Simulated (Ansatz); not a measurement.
α-phase B was calculated with r²SCAN+rVV10 (PAW; Ansatz, an electronic-structure program).

Run with plane-wave cutoff 560 eV, 8×8×8 k mesh, Fermi–Dirac smearing 0.01 eV, scalar-relativistic PAW data made under PBE.

Computed at the level's own relaxed cell.

**Question.** Give the computed volume per atom, c axis length and pressure derivative B′ of the bulk modulus.

**Answer.** 
* **volume per atom**: 7.21 Å³/atom
* **c axis length**: 12.505 Å
* **pressure derivative B′ of the bulk modulus**: 3.9

Note: the bulk modulus comes from volumes at which shape and atoms were relaxed.

The computed numbers hold no vibrational or temperature effects.

Cost on a shared machine: very roughly 7 core-minutes.
